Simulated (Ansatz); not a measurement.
Gas-phase reaction in SMILES: C=[C-]O → C[C-]=O

Wanted: isomerisation energy (electronic), in kcal/mol. Terms: non-relativistic; spin-orbit terms left out; valence correlation only; 6-311+G** with 5d; six Cartesian d functions in 6-31G* and its kin unless marked 5d; LANL2DZ all-electron up to Ne. First-principles rows: single points at B3LYP-D3(BJ) geometries (Ansatz, a first-principles code). Anions need diffuse functions, which STO-3G, LANL2DZ, def2-SVP, cc-pVDZ and Pople sets without + lack.

| level | program | isomerisation energy (electronic) (kcal/mol) |
|---|---|---|
| MP2/STO-3G | Ansatz | -22.0 |
| MP2/3-21G | Ansatz | -12.4 |
| MP2/LANL2DZ | Ansatz | -8.8 |
| MP2/6-31G* | Ansatz | -17.2 |
| MP2/6-311+G** | Ansatz | -13.7 |

No value to compare with is used here. The 5 habitual levels span -22.0 (MP2/STO-3G) to -8.8 kcal/mol (MP2/LANL2DZ).

The sets are all those run for this method; left out are runs that failed, that the program found above a lower state of the same kind, or whose <S^2> lies over 0.5 above the pure value.
